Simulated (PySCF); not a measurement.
# Bond length, frequency and bond energy of LiS by level of theory

State: ²Π (doublet), unpaired electrons π ↑. Set-up: Li x2c-TZVPPall, S x2c-TZVPPall; spin-free X2C with a Gaussian nucleus (PySCF 2.14). De refers to Li + S in their high-spin ground configurations, without counterpoise correction. The functionals are run spin-unrestricted. A positive dipole means Li(−)S(+).

```json
{"Level": "UHF", "Re (Å)": "2.163", "ωe (cm⁻¹)": "589", "De (eV)": "1.99", "μ (D)": "-7.35", "CPU s a point (SCF and correlation, without the integrals)": "0.27"}
{"Level": "UHF-MP2", "Re (Å)": "2.158", "ωe (cm⁻¹)": "586", "De (eV)": "2.95", "μ (D)": "n/a", "CPU s a point (SCF and correlation, without the integrals)": "0.42"}
{"Level": "UHF-SCS-MP2", "Re (Å)": "2.160", "ωe (cm⁻¹)": "584", "De (eV)": "2.95", "μ (D)": "n/a", "CPU s a point (SCF and correlation, without the integrals)": "n/a"}
{"Level": "UHF-CCSD", "Re (Å)": "2.156", "ωe (cm⁻¹)": "587", "De (eV)": "2.90", "μ (D)": "n/a", "CPU s a point (SCF and correlation, without the integrals)": "n/a"}
{"Level": "UHF-CCSD(T)", "Re (Å)": "2.157", "ωe (cm⁻¹)": "584", "De (eV)": "2.96", "μ (D)": "n/a", "CPU s a point (SCF and correlation, without the integrals)": "6.6"}
{"Level": "PBE", "Re (Å)": "2.153", "ωe (cm⁻¹)": "576", "De (eV)": "3.15", "μ (D)": "-6.63", "CPU s a point (SCF and correlation, without the integrals)": "0.67"}
{"Level": "BP86", "Re (Å)": "2.162", "ωe (cm⁻¹)": "568", "De (eV)": "3.20", "μ (D)": "-6.75", "CPU s a point (SCF and correlation, without the integrals)": "0.43"}
{"Level": "r²SCAN", "Re (Å)": "2.158", "ωe (cm⁻¹)": "580", "De (eV)": "3.20", "μ (D)": "-6.99", "CPU s a point (SCF and correlation, without the integrals)": "1.1"}
{"Level": "PBE0", "Re (Å)": "2.144", "ωe (cm⁻¹)": "589", "De (eV)": "3.08", "μ (D)": "-6.88", "CPU s a point (SCF and correlation, without the integrals)": "1.1"}
{"Level": "B97-3", "Re (Å)": "2.148", "ωe (cm⁻¹)": "588", "De (eV)": "3.27", "μ (D)": "-6.97", "CPU s a point (SCF and correlation, without the integrals)": "0.58"}
{"Level": "HSE06", "Re (Å)": "2.146", "ωe (cm⁻¹)": "586", "De (eV)": "3.09", "μ (D)": "-6.88", "CPU s a point (SCF and correlation, without the integrals)": "0.93"}
{"Level": "BHandHLYP", "Re (Å)": "2.137", "ωe (cm⁻¹)": "598", "De (eV)": "3.05", "μ (D)": "-6.96", "CPU s a point (SCF and correlation, without the integrals)": "0.6"}
{"Level": "B2PLYP", "Re (Å)": "2.148", "ωe (cm⁻¹)": "587", "De (eV)": "3.09", "μ (D)": "-7.00", "CPU s a point (SCF and correlation, without the integrals)": "0.72"}
```

Which functional lies closest to UHF-CCSD(T) in De, which farthest, and by how much do they differ from it?

Closest is BHandHLYP (-2.0 pm in Re, +2.4 % in ωe, +0.09 eV in De against UHF-CCSD(T) in the same basis), farthest B97-3 (-0.9 pm in Re, +0.7 % in ωe, +0.31 eV in De). CCSD(T) converges more slowly with the basis than the functionals do and binds too weakly in this one, so the order can change at the basis-set limit.

What does the step from GGA to meta-GGA do here, going from PBE to r²SCAN?

r²SCAN less PBE: +0.5 pm in Re, +0.7 % in ωe, +0.05 eV in De. 

What does second-order correlation do here, going from UHF to UHF-MP2?

UHF-MP2 less UHF: -0.5 pm in Re, -0.5 % in ωe, +0.96 eV in De. Correlation nearly always deepens the well. The bond shortens, as in weak, metallic or heavy-atom bonds, where dispersion and the correlation of outer-core electrons pull the atoms together.

Correlated steps freeze 5 core orbitals. B2PLYP dipoles, levels and charges come from its SCF part alone. The state is the lowest determinant that a PBE0 search found; another state may lie lower at other levels.

The whole job (state search and all levels along the bond) took about 2.7 min on 1 thread of Arm Neoverse V1 (shared host), peak memory 0.96 GiB.
